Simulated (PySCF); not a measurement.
Gas-phase reaction: 2 HBNH + F₂ + 2 BF₃ ⇌ 4 BHF₂ + N₂

Computed with PySCF and rigid-rotor harmonic-oscillator thermochemistry at 1 bar. † marks an energy on the PBE0/def2-TZVP geometry and frequencies. MP2 and CCSD(T) freeze the core. All species are closed-shell singlets. HBNH: computed as isolated molecules; such fragments, hydroxides, amides, oligomers or adducts are transient or little studied in the gas. MP2 isn't extrapolated to the basis-set limit. CCSD(T) isn't extrapolated to the basis-set limit.

```csv
level,"ΔH°(298 K), kJ"
BLYP/def2-TZVP†,___
CCSD(T)/def2-TZVPP†,-780
M06-2X/def2-TZVP†,-785
MP2/def2-SVP†,___
PBE/def2-TZVP†,___
PBE0/def2-SVP†,-751
```

Question: What belongs in the gaps?

Answer: 
- BLYP/def2-TZVP†, ΔH°(298 K), kJ: -731
- MP2/def2-SVP†, ΔH°(298 K), kJ: -805
- PBE/def2-TZVP†, ΔH°(298 K), kJ: -718
